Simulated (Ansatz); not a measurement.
Geometry optimisation, Ansatz, RKS PBE0/def2-SVP.

The input (input.yaml):

```yaml
crystal:
  periodic: [false, false, false]
  atoms:
    - { symbol: C, position_ang: [-0.718, 0.5016, -0.2244] }
    - { symbol: S, position_ang: [0.4276, 0.3508, 1.1056] }
    - { symbol: S, position_ang: [1.8758, -0.7429, 0.1813] }
    - { symbol: H, position_ang: [-1.0571, -0.418, -0.5733] }
    - { symbol: H, position_ang: [-0.3177, 1.0779, -1.094] }
    - { symbol: H, position_ang: [-1.6196, 1.1416, 0.1267] }
    - { symbol: H, position_ang: [2.6532, 0.21233, -0.30716] }
basis:
  gaussian: { orbitals: def2-SVP }
hamiltonian:
  xc: pbe0
relax:
  f_tol: 0.015
  max_steps: 40
output:
  orbitals: {}
```

Command:

```bash
$ ansatz run input.yaml --threads 1 --pin off --max-ram 2048MiB --backend cpu --events-out ev --progress --plain --runs-dir out
```

Task: Where does it end, and by what steps?

Result: It converged. After 6 steps the energy has fallen by 0.203 eV; S3 moved furthest, 0.08 Å.

| step | energy less start (eV) | largest force component (eV/Å) | accepted |
| --- | --- | --- | --- |
| 0 | 0.0000 | 3.681 | yes |
| 1 | -0.1590 | 0.768 | yes |
| 2 | -0.1946 | 0.383 | yes |
| 3 | -0.2008 | 0.196 | yes |
| 4 | -0.2028 | 0.071 | yes |
| 5 | -0.2031 | 0.042 | yes |
| 6 | -0.2032 | 0.012 | yes |

```xyz
7
Properties=species:S:1:pos:R:3
C -0.754 0.545 -0.259
S 0.446 0.383 1.087
S 1.923 -0.783 0.236
H -1.097 -0.440 -0.603
H -0.342 1.119 -1.101
H -1.607 1.096 0.166
H 2.675 0.204 -0.312
```

Time of the run: 56 s on 1 CPU thread of a shared host.
